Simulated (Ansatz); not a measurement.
What does this script print? It uses the Ansatz DFT code, driven from Python.

`cas_h4mgn2.py`
```python
"""Active-space calculation on H4MgN2."""

import ansatz as az

GEOMETRY = """
N    -1.53630   -0.00950   -1.38550
Mg    0.15610    0.04760   -0.26210
N     1.87130    0.06690    0.86130
H    -1.96720   -0.87870   -1.23680
H    -2.21410    0.75170   -1.00420
H     1.95040   -0.84010    1.36360
H     1.80100    0.79410    1.61800
"""

molecule = az.Crystal.molecule()
for line in GEOMETRY.strip().splitlines():
    symbol, *xyz = line.split()
    molecule = molecule.atom(symbol, [float(v) for v in xyz])

base = molecule.calculation()
base = base.basis(gaussian="def2-SVP")
base = base.correlation(active_electrons=2, active_orbitals=2)
for method in [None]:
    rep = (base if method is None else base.correlation(method)).run(threads=1).report
    space = rep["configurations"]
    state = space["states"][0]
    print(method or "casscf", f"total {rep['free_energy_ev'] / 27.211386246:.6f} Ha, active-space state {state['energy']['hartree']:.6f} Ha, mean field {rep['reference_energy_ev'] / 27.211386246:.6f} Ha")
    print("  determinants", state["n_determinants"], " natural occupations", [round(n, 3) for n in space["natural_occupations"]])
print("effectively unpaired electrons, sum of min(n, 2 - n):", round(sum(min(n, 2 - n) for n in space["natural_occupations"]), 3))
```

`python cas_h4mgn2.py` gives:
```text
casscf total -310.698681 Ha, active-space state -310.698681 Ha, mean field -310.678827 Ha
  determinants 4  natural occupations [1.976, 0.024]
effectively unpaired electrons, sum of min(n, 2 - n): 0.048
```

Notes:
- Total energies depend on the basis set; only differences at equal settings carry meaning.
- The geometry is a force-field or estimated start, not a minimum of this method, and the basis set is short of its limit. The active space starts as a window about the frontier orbitals and is then optimised, not chosen by chemistry.
- The whole script took 2.8 s on 1 thread of Arm Neoverse V2, with other jobs on the host, peak memory 0.16 GiB.
